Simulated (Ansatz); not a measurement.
This geometry of AlClFH3 (6 atoms, charge 0, multiplicity 1) is a first-order saddle point.

Theory: RHF/def2-SVP (Ansatz).

```xyz
6
Properties=species:S:1:pos:R:3
Al 0.013 -0.259 -0.059
Cl 0.015 0.001 2.350
H 1.405 0.157 -0.635
H -1.403 0.090 -0.618
F 0.063 -1.925 0.650
H 0.052 -1.361 1.723
```

Question: Which two structures does it join? (They come from a converged band through this point; their orientation in space is the band's.)

Answer: Bonds broken: Al1–Cl2, F5–H6. Bonds formed: Cl2–H6. AlClFH3 becomes AlFH2 + ClH.

Image 0:

```xyz
6
Properties=species:S:1:pos:R:3
Al 0.006 0.013 0.114
Cl -0.001 0.487 2.226
H 1.390 0.144 -0.613
H -1.387 0.065 -0.603
F 0.066 -1.998 0.685
H 0.070 -2.008 1.602
```

Image 6:

```xyz
6
Properties=species:S:1:pos:R:3
Al 0.016 -0.376 -0.317
Cl 0.018 -0.084 2.479
H 1.389 0.298 -0.664
H -1.396 0.218 -0.654
F 0.064 -1.989 0.124
H 0.054 -1.362 2.442
```

Question: How far does it lie above each of them?

Answer: 0.65 eV above the first and 0.56 eV above the second. This is the barrier of this one path; another mechanism may lie lower. The orbitals stay closed-shell, which can raise the energy where a bond breaks towards radicals; this wasn't checked here.

The run took 24 s on 1 thread of Arm Neoverse V1, with other jobs on the host, peak memory 0.11 GiB.
